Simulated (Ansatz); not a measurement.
Worked example: correlation energy of SiH⁺, triplet

Geometry: that of the SiH, doublet, kept fixed. The singlet lies 2.2 eV lower here.

```xyz
2

Si    0.0000    0.0000    0.0000
H     0.0000    0.0000    1.5317
```

Basis cc-pVTZ; Ansatz 0.2.0. Correlated methods freeze the noble-gas cores, which leaves 4 electrons in 43 orbitals. Prefix R: restricted or restricted open-shell reference; prefix U: unrestricted.

Full CI is exact within this basis and frozen core; it isn't the basis-set limit. The frozen core follows each run's orbitals, which can shift R against U totals by a few meV.

Runs differ by some tens of microhartree through their thresholds and, for an open shell, their frozen cores, so steps under 0.1 kcal/mol mean nothing.

```csv
level,total energy (hartree)
UHF,-289.106762
UMP2,-289.155850
UCCSD,-289.173134
UCCSD(T),-289.174940
UCCSDT,-289.175578
UCCSDT(Q),-289.175605
full CI,-289.175530
```

Q: What is the correlation energy at full CI, and what share of it do UMP2 and UCCSD recover?

A: E(corr) = -289.175530 − (-289.106762) = -0.068768 hartree = -1.871 eV. UMP2: -0.049088 / -0.068768 = 71.38 %. UCCSD: -0.066372 / -0.068768 = 96.52 %.

Q: By how many kcal/mol does UCCSD(T) miss full CI (1 hartree = 627.509 kcal/mol), and which steps make up the rest?

A: -289.174940 − (-289.175530) = 0.000590 hartree = 0.37 kcal/mol. Steps: UCCSDT − UCCSD(T) = -0.40, UCCSDT(Q) − UCCSDT = -0.02, full CI − UCCSDT(Q) = 0.05 kcal/mol. That is within 1 kcal/mol of the reference in this basis, which itself misses far more of the correlation at the basis-set limit.
